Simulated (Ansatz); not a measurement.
Results of BLYP (Ansatz, a first-principles code, plane waves, PAW) for antifluorite Mg2Sn.

Settings: plane-wave cutoff 520 eV, 10×10×10 k mesh, Fermi–Dirac smearing 0.01 eV, scalar-relativistic PAW data made under PBE.

Pressure at four volumes; x = ln(V/27.178 Å³). One pressure is withheld.

```tsv
V (Å³/atom)	x	P (GPa)
25.548	-0.0618	?
26.091	-0.0408	1.593
27.178	0.0000	0.000
28.809	0.0583	-1.856
```

Task: Pass a parabola P(x) through the three rows shown, estimate the bulk modulus and its pressure derivative near zero pressure, and predict the withheld pressure.

Result: Slopes between the rows: (0.000 − (1.593))/(0.0000 − (-0.0408)) = -39.04 and (-1.856 − (0.000))/(0.0583 − (0.0000)) = -31.84 GPa. Their difference over the span 0.0991 is c = 7.20/0.0991 = 72.7 GPa, so P(x) = 1.593 + (-39.04)(x − (-0.0408)) + 72.7 (x − (-0.0408))(x − (0.0000)). At the middle row B = −dP/dx = −[-39.04 + 72.7 × 0.0408] = 36.1 GPa, and B′ = dB/dP = 2c/B = 4.0. At x = -0.0618 the parabola gives 2.507 GPa; the run gives 2.546 GPa. The Birch–Murnaghan fit to the energies at all volumes has B0 = 36.0 GPa and B′ = 4.2.

Note: the gap of the solid is closed in this run; this level leaves the solid without a gap, although one is measured.

Spin–orbit coupling is not included; it can open a gap where bands touch, and shift volumes and moduli.
